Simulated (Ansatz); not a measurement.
Several solutions for singlet PN

```tsv
atom	x (Å)	y (Å)	z (Å)
P	0.0000	0.0000	0.0000
N	0.0000	0.0000	1.9370
```

Basis set: 6-31G (spherical functions). Charge 0, multiplicity 1.

PBE0 (unrestricted) was run from several starts with Ansatz (development build ahead of 0.2.0).

```csv
run,program,start,converged,energy (hartree),<S²>
A,Ansatz,stability test followed,yes,-395.72446,1.21
B,Ansatz,search for the lowest state,yes,-395.72446,1.21
C,Ansatz,"atomic start, no search",yes,-395.70215,0.00
```

**Question.** Which runs reached the lowest solution of this kind, and what is wrong with the others?

**Answer.** A, B reached the lowest solution found. Converged but too high: C by 0.61 eV. Convergence only shows a stationary point, and even a stable one can lie too high; stability tests and further starts are what find lower ones. Caution: the unrestricted determinant is a mixture of spin states.
